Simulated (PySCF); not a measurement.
B3LYP has the VWN-RPA correlation part, as in Gaussian. 

Cartesian coordinates (Å):
```xyz
4

C     -0.5490     0.2481     0.2324
C      0.5490     0.1466    -0.2324
H     -1.5241     0.3383     0.6452
H      1.5241     0.0565    -0.6452
```
Charge 0, multiplicity 1.

Q: Estimate the total energy, HOMO and HOMO–LUMO gap that B3LYP-D3(BJ)/def2-TZVP in PySCF returns for this input.

A: 
| Property | Value |
|---|---|
| total energy | -2105.26 eV |
| HOMO | -8.18 eV |
| HOMO–LUMO gap | 8.77 eV |
